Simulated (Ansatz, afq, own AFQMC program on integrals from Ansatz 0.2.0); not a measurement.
## Atomization energy of Ge₂H₄, singlet

| atom | x (Å) | y (Å) | z (Å) |
| --- | --- | --- | --- |
| Ge | 0.0000 | 0.0168 | 1.2218 |
| Ge | 0.0000 | -0.0363 | -1.2773 |
| H | 0.0000 | 1.3870 | 1.9258 |
| H | 1.2331 | -0.7670 | 1.7257 |
| H | -1.2331 | -0.7670 | 1.7257 |
| H | 0.0000 | 1.5538 | -1.3752 |

Connectivity, by distances: GeH3–GeH.

Atoms in their ground-state spins without spin–orbit coupling (mostly on UHF) minus the molecule (RHF), without zero-point energy. The geometry is a stationary point, not shown to be a minimum.

Basis cc-pVDZ. Noble-gas cores (and the filled d shells of Ga–Kr and In–Xe) are frozen. Ansatz 0.2.0 and our own AFQMC program on the same integrals; the CISD trial comes from CCSD amplitudes, and released means the phaseless constraint is let go. Free AFQMC starts from the CCSD state and is never constrained. Its projection time is finite, and what remains of the start isn't in its error. Error bars are statistical, one sigma. No spin–orbit coupling. The errors of all members are added in quadrature.

No full CI on the walks' own integrals is used here; CCSDT(Q) serves as the reference and is uncertain by about the last step of the cluster series. Each member takes its own surest rung, up to full CI.

Errors are counted within cc-pVDZ, not against nature.

Cautions: inner d shell frozen; no relativity below Rb; no spin-orbit coupling; Ge₂H₄ (singlet): higher spins were not checked, restricted determinant unstable towards unrestricted (UHF 44 meV lower, ⟨S²⟩ 0.30).

```
level  atomization energy (kcal/mol)
 CCSD                          301.6
   HF                          232.4
```

Problem. From these cheaper values, estimate the atomization energy at the reference level in cc-pVDZ.

Solution. 304.6 kcal/mol (CCSDT(Q) in cc-pVDZ).

```tsv
level	atomization energy (kcal/mol)	error against CCSDT(Q) (kcal/mol)
MP2	293.3	-11.3
CCSD(T)	304.2	-0.5
CCSDT	304.5	-0.1
ph-AFQMC/HF	309.8 ± 1.4	5.2 ± 1.4
ph-AFQMC/CISD	304.8 ± 0.2	0.2 ± 0.2
released AFQMC	304.9 ± 0.4	0.2 ± 0.4
free AFQMC	304.5 ± 0.3	-0.1 ± 0.3
```

Correlation beyond CCSD(T) adds 0.5 kcal/mol. The perturbative (T) step is worth +2.6 kcal/mol.

Free projections are given only where their last times agree within the noise and don't stop above the reference; a slow remainder of the start can still hide under it. A walk keeps the symmetry of its determinant, which the program's search chose and which needn't be the lowest solution, so a lower state of the same spin and another symmetry isn't excluded. Released energies are given only where the last usable release times agree within the noise; a slower fall can still hide under it.
